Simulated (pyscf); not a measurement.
Multi-bond step: HO–In [singlet] + H₂S → HO–S–In [singlet] + hydrogen (H₂)

Gas phase, singlet surface, charge 0. Bonds broken: In1–O2, S4–H5, S4–H6. Bonds formed: In1–S4, O2–S4, H5–H6. Structures and frequencies: ωB97X-D3(BJ)/def2-SVP in PySCF.

Transition state (Å):

```xyz
6

In     2.3635    -0.1423    -0.5759
O      1.2521     1.6020     0.0515
H      0.9326     2.3357    -0.4871
S     -0.2198     0.0886     0.3019
H     -1.1941    -1.1431    -0.0069
H     -1.0391    -1.1612     0.8824
```

One imaginary mode, 848i cm⁻¹; descent along it reached the two sides named, in the forms told below.

```json
[
 {"bond": "In1–O2", "change": "breaks", "reactant side (Å)": "2.088", "saddle": "2.161", "product side": "2.6"},
 {"bond": "S4–H5", "change": "breaks", "reactant side (Å)": "1.347", "saddle": "1.600", "product side": "3.0"},
 {"bond": "S4–H6", "change": "breaks", "reactant side (Å)": "1.376", "saddle": "1.603", "product side": "2.8"},
 {"bond": "In1–S4", "change": "forms", "reactant side (Å)": "3.1", "saddle": "2.7", "product side": "2.516"},
 {"bond": "O2–S4", "change": "forms", "reactant side (Å)": "3.0", "saddle": "2.126", "product side": "1.760"},
 {"bond": "H5–H6", "change": "forms", "reactant side (Å)": "1.983", "saddle": "0.903", "product side": "0.761"}
]
```

Electronic energies relative to the separated reactants (kcal/mol):

```csv
level,barrier,reaction energy,reverse barrier
ωB97X-D3(BJ)/def2-TZVP,45.6,+23.5,22.1
PBE/def2-TZVP,38.3,+24.8,13.5
r²SCAN/def2-TZVP,41.5,+26.5,14.9
B3LYP-D3(BJ)/def2-TZVP,44.1,+25.9,18.1
PBE0-D3(BJ)/def2-TZVP,42.8,+26.6,16.1
M06-2X/def2-TZVP,46.2,+25.7,20.5
ωB97M-D3(BJ)/def2-TZVP,47.7,+28.5,19.2
HF/def2-TZVP,65.6,+34.5,31.1
```

With ωB97M-D3(BJ)/def2-TZVP energies and thermal terms (ideal gas, 1 atm, RRHO with modes under 100 cm⁻¹ raised to 100, one conformer, R ln 2 for chiral ones without a mode under 150 cm⁻¹), in kcal/mol:

```tsv
T (K)	ΔH‡	ΔG‡	ΔH	ΔG
298	46.6	56.7	+27.8	+29.6
600	47.1	66.7	+28.6	+31.1
900	47.9	76.4	+29.3	+32.2
1200	48.7	85.7	+29.8	+33.0
```

On the reactant side the descent ends in a bound adduct, 9.5 kcal/mol under the separated species and 55.1 kcal/mol under the saddle at ωB97X-D3(BJ)/def2-TZVP. This saddle turned up in a search for another step; its sides and bond changes are read from the two ends of the descent. The same reactants have a lower exit, to HS–In [singlet] + H₂O (barrier -3.4 kcal/mol at ωB97M-D3(BJ)/def2-TZVP, against +47.7 kcal/mol here). HO–S–In [singlet] lies 7.3 kcal/mol over its isomer HO–In=S (electronic energy, ωB97M-D3(BJ)/def2-TZVP). This is the saddle that the search found; another between the same sides may lie lower. Elements past Kr carry the def2 core potentials, without spin-orbit coupling.
